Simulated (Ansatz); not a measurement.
**C4H8O: one species, many methods**

How much do the methods differ for C4H8O? The plan is to run it at one geometry with functionals of several rungs and with coupled cluster. The yardstick is the atomisation energy at the CCSD(T) limit.

Program: Ansatz 0.2.0, Gaussian basis. Level of theory: functionals in def2-TZVPP, the program's frozen cores in correlated methods. These are calculated values, not measurements.

Plan: LDA (SPW92), PBE-D4, revPBE-D4, BLYP-D4, r2SCAN-D4, B97M-V, PBE0-D4, B3LYP-D4, r2SCANh-D4, r2SCAN0-D4, HSE06-D4, BHLYP-D4, CAM-B3LYP-D4, LC-ωPBE, ωB97X-V, ωB97M-V, B2PLYP, PBE-QIDH; CCSD(T)/def2-SVP; CCSD(T)/def2-TZVPP; MP2/def2-QZVPP; extrapolation to the limit; RPA on PBE.

### Step 1. Structure used throughout

An earlier PBE0-D4 in a triple-zeta def2 set relaxation fixed the geometry.

13 atoms, charge 0, spin multiplicity 1.

Atoms are counted from 1 here; the program's logs count them from 0.

Bond lengths: C1–C2 1.502 Å, C1–H6 1.092 Å, C1–H7 1.094 Å, C1–H8 1.092 Å, C2–C3 1.534 Å, C2–O5 1.442 Å, C2–H9 1.099 Å, C3–C4 1.528 Å, C3–H10 1.089 Å, C3–H11 1.091 Å, C4–O5 1.433 Å, C4–H12 1.093 Å, C4–H13 1.096 Å. Angles: C2–C1–H6 110.6°, C2–C1–H7 110.3°, C2–C1–H8 110.6°, H6–C1–H7 108.8°, H6–C1–H8 108.4°, H7–C1–H8 108.2°, C1–C2–C3 118.9°, C1–C2–O5 112.8°, C1–C2–H9 110.2°, C3–C2–O5 91.1°, C3–C2–H9 112.5°, O5–C2–H9 109.8°, C2–C3–C4 84.4°, C2–C3–H10 117.0°, C2–C3–H11 113.1°, C4–C3–H10 117.1°, C4–C3–H11 113.9°, H10–C3–H11 109.6° and more.

As a file:

```xyz
13
charge 0, multiplicity 1
C    -0.99388    1.22286    0.67083
C    -0.12672    0.50956   -0.32670
C     1.01805   -0.37403    0.18500
C     0.36195   -1.45971   -0.66740
O    -0.77968   -0.63063   -0.91998
H    -1.31308    0.53886    1.46058
H    -0.44494    2.05270    1.12493
H    -1.88415    1.62827    0.18442
H     0.19788    1.20458   -1.11339
H     2.03042   -0.07611   -0.08413
H     0.96532   -0.56271    1.25805
H     0.08827   -2.39171   -0.16521
H     0.90086   -1.69674   -1.59231
```

### Step 2. LDA

This LDA is Slater exchange with PW92 correlation.

Input file in.yaml:

```yaml
crystal:
  periodic: [false, false, false]
  atoms:
    - {symbol: C, position_ang: [-0.993877, 1.222858, 0.670826]}
    - {symbol: C, position_ang: [-0.126722, 0.509561, -0.326698]}
    - {symbol: C, position_ang: [1.018046, -0.374033, 0.185001]}
    - {symbol: C, position_ang: [0.361951, -1.459707, -0.667404]}
    - {symbol: O, position_ang: [-0.779685, -0.630629, -0.919982]}
    - {symbol: H, position_ang: [-1.313079, 0.538864, 1.460584]}
    - {symbol: H, position_ang: [-0.444941, 2.052698, 1.124927]}
    - {symbol: H, position_ang: [-1.884154, 1.628274, 0.184422]}
    - {symbol: H, position_ang: [0.197884, 1.204583, -1.113390]}
    - {symbol: H, position_ang: [2.030423, -0.076109, -0.084127]}
    - {symbol: H, position_ang: [0.965325, -0.562707, 1.258055]}
    - {symbol: H, position_ang: [0.088272, -2.391712, -0.165211]}
    - {symbol: H, position_ang: [0.900856, -1.696739, -1.592305]}
basis:
  gaussian: {orbitals: def2-TZVPP}
hamiltonian: {xc: lda}
output: {orbitals: {seedname: orbitals}}
```

Launch:

```
$ ansatz run in.yaml --threads 4 --pin off --events-out ev --progress --plain --max-ram 10444MiB
```

Further steps of the session: PBE-D4 (GGA); revPBE-D4 (GGA); BLYP-D4 (GGA); r2SCAN-D4 (meta-GGA); B97M-V (meta-GGA); PBE0-D4 (hybrid); B3LYP-D4 (hybrid); r2SCANh-D4 (hybrid); r2SCAN0-D4 (hybrid); HSE06-D4 (hybrid); BHLYP-D4 (hybrid); CAM-B3LYP-D4 (range-separated); LC-ωPBE (range-separated); ωB97X-V (range-separated); ωB97M-V (range-separated); B2PLYP (double hybrid); PBE-QIDH (double hybrid); CCSD(T) in def2-SVP; CCSD(T) in def2-TZVPP; MP2 in def2-QZVPP; RPA on PBE orbitals.

Before running them: what should the planned runs give, taken together? Wanted: atomisation energy, CCSD(T)/CBS; farthest beyond LDA; mean size of error, GGA; mean size of error, meta-GGA; mean size of error, hybrid; mean size of error, range-separated; mean size of error, double hybrid; gap, smallest and largest; T1 diagnostic.

**Answer**, as computed:

| quantity | value |
| --- | --- |
| atomisation energy, CCSD(T)/CBS | 5214.4 kJ/mol |
| functionals within 26.1 kJ/mol (0.5 %) | revPBE-D4, BLYP-D4, r2SCAN-D4, B97M-V, B3LYP-D4, r2SCANh-D4, LC-ωPBE, ωB97X-V, ωB97M-V, PBE-QIDH |
| farthest beyond LDA | BHLYP-D4 (-148.5 kJ/mol) |
| mean size of error, GGA | 51.1 kJ/mol |
| mean size of error, meta-GGA | 12.3 kJ/mol |
| mean size of error, hybrid | 51.0 kJ/mol |
| mean size of error, range-separated | 21.7 kJ/mol |
| mean size of error, double hybrid | 25.1 kJ/mol |
| gap, smallest and largest | 6.02 eV (BLYP-D4), 13.31 eV (LC-ωPBE) |
| T1 diagnostic | 0.0102 |
| triples share of the correlation energy | 3.9 % |

LDA overbinds by 783.4 kJ/mol (15 %). PBE-D4 misses by +132.9 kJ/mol. Double hybrids carry the basis error of their MP2 part in triple zeta, and no dispersion term here, so their miss is partly the set-up's. The rungs meta-GGA, range-separated, double hybrid miss on average by less than the doubt on the reference (26.1 kJ/mol), so they tie. The reference freezes the cores and leaves out relativity and excitations past (T), so misses under about 26.1 kJ/mol can't be ranked. Hartree-Fock recovers 73 % of the binding; the rest is correlation. CCSD(T) in def2-SVP is off by -210.2 kJ/mol, which most functionals beat. Orbital gaps span 6.0 to 13.3 eV; exact exchange widens them.
